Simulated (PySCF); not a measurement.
Mapped SMILES: `[CH3:1][CH:2]([CH3:3])[NH2:4]` (H(Xn): hydrogen on atom n).

GIAO PBE0/pcSseg-1 shifts (PySCF 2.14, gas phase, non-relativistic, equivalent atoms averaged), each against references optimised in the same way as the molecule (TMS, NH3).

On the GFN2-xTB geometry: C2 47.2, C1/C3 27.1, N4 58.6, H(C2) 3.41, H(C1)/H(C3) 1.03, H(N4) 0.70 ppm.

Question: What changes on the PBE0-D3(BJ)/def2-SVP geometry?

Answer: 
```csv
atoms,δ (ppm),change
C2,44.5,-2.7
C1/C3,26.5,-0.6
N4,57.9,-0.7
H(C2),3.08,-0.33
H(C1)/H(C3),0.97,-0.06
H(N4),0.34,-0.36
```

Bonds between heavy atoms that differ most (equivalent bonds averaged): C1–C2 1.527 → 1.521 Å, C2–N4 1.458 → 1.455 Å. Mean change of bonds to hydrogen: C–H +0.013 Å, N–H +0.004 Å.
